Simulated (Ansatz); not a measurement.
**AlSiH₂ (doublet): the correlation ladder, cc-pVTZ**

An exercise on one series of results from a longer session: the logs are not shown, and one member is left open.

Computed with Ansatz 0.2.0, Gaussian basis. Level: cc-pVTZ, core rule «outside noble gas», up to 10 orbitals frozen.

Plan: UHF; CCSD(T) on ROHF; CCSD(T) on UHF; BCCD(T) on ROHF; CCSDT(Q) on ROHF; CCSDT(Q) on UHF.

9 further runs of the same task are left out: 4 for a known fault of the program, 5 set aside as unsound or not needed.

### The system

The geometry is a PBE0/def2-TZVP stationary point (not a proven minimum).

4 atoms, charge 0, spin multiplicity 2.

Atoms are counted from 1 here; the program's logs count them from 0.

Bond lengths: Si1–Al2 2.509 Å, Si1–H3 1.501 Å, Si1–H4 1.501 Å. Angles: Al2–Si1–H3 121.8°, Al2–Si1–H4 121.8°, H3–Si1–H4 104.9°.

The first run:

in.yaml

```yaml
crystal:
  periodic: [false, false, false]
  atoms:
    - {symbol: Si, position_ang: [-0.056321, 0.000000, 1.156776]}
    - {symbol: Al, position_ang: [0.030473, 0.000000, -1.350744]}
    - {symbol: H, position_ang: [0.376805, -1.189387, 1.962674]}
    - {symbol: H, position_ang: [0.376805, 1.189387, 1.962674]}
basis:
  gaussian: {orbitals: cc-pVTZ}
magnetization: {spin_polarized: true, initial_magnetization: 1}
hamiltonian: {xc: hf}
output: {orbitals: {seedname: orbitals}}
```

The run is started by

```bash
ansatz run in.yaml --threads 1 --pin off --events-out ev --progress --plain --max-ram 2816MiB --backend cpu
```

Steps of the session up to this table: UHF; CCSD(T) on ROHF; CCSD(T) on UHF; BCCD(T) on ROHF; CCSDT(Q) on ROHF; CCSDT(Q) on UHF.

One of the session's tables, all rows but one given; the rest of the session is left out.

```
   method  from UCCSDT(Q) (meV)
     ROHF               +5771.1
      UHF               +5556.6
     RMP2               +1283.5
     UMP2               +1402.6
    RCCSD                +268.0
    UCCSD                +263.8
 RCCSD(T)                 +54.8
 UCCSD(T)                 +57.0
  BCCD(T)                     ?
   RCCSDT                 +12.8
   UCCSDT                 +12.2
RCCSDT(Q)                  +1.0
UCCSDT(Q)                     0
```

Estimate the missing values for BCCD(T).

As computed: from UCCSDT(Q) (meV): +53.9. In the column «from UCCSDT(Q) (meV)» it lies between RCCSDT (+12.8) and RCCSD(T) (+54.8).

With the free atoms at the same levels and basis (separate runs), the atomisation energy is 8.466 eV at UCCSDT(Q), 8.449 eV at RCCSD(T), 8.444 eV at UCCSD(T), 6.459 eV at ROHF.

To keep in mind: Restricted and unrestricted rows rest on different reference determinants; where their highest levels disagree by more than a few hundredths of an eV, they describe different states and don't form one ladder.
